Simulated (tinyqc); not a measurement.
Inside a calculation. Method: UHF in the sto-3g basis, for LiH+, spin multiplicity 2. One step of it, computed by the program tinyqc.

Task: Orthogonalisation. S = U s U^T; symmetric (Loewdin) form X = U s^(-1/2) U^T, so that X^T S X = 1.

overlap S:
```
           1Li 1s    1Li 2s   1Li 2px   1Li 2py   1Li 2pz     2H 1s
1Li 1s   1.000000  0.241137  0.000000  0.000000  0.000000  0.002355
1Li 2s   0.241137  1.000000  0.000000  0.000000  0.000000  0.131082
1Li 2px  0.000000  0.000000  1.000000  0.000000  0.000000  0.000000
1Li 2py  0.000000  0.000000  0.000000  1.000000  0.000000  0.000000
1Li 2pz  0.000000  0.000000  0.000000  0.000000  1.000000  0.203303
2H 1s    0.002355  0.131082  0.000000  0.000000  0.203303  1.000000
```

Give: eigenvalues of S; X.

Result:

eigenvalues of S: 0.7013  0.8354  1.0000  1.0000  1.1623  1.3011

X:
```
          1Li 1s   1Li 2s  1Li 2px  1Li 2py  1Li 2pz    2H 1s
1Li 1s    1.0230  -0.1265   0.0000   0.0000  -0.0020   0.0117
1Li 2s   -0.1265   1.0301   0.0000   0.0000   0.0109  -0.0705
1Li 2px   0.0000   0.0000   1.0000   0.0000   0.0000   0.0000
1Li 2py   0.0000   0.0000   0.0000   1.0000   0.0000   0.0000
1Li 2pz  -0.0020   0.0109   0.0000   0.0000   1.0162  -0.1056
2H 1s     0.0117  -0.0705   0.0000   0.0000  -0.1056   1.0232
```
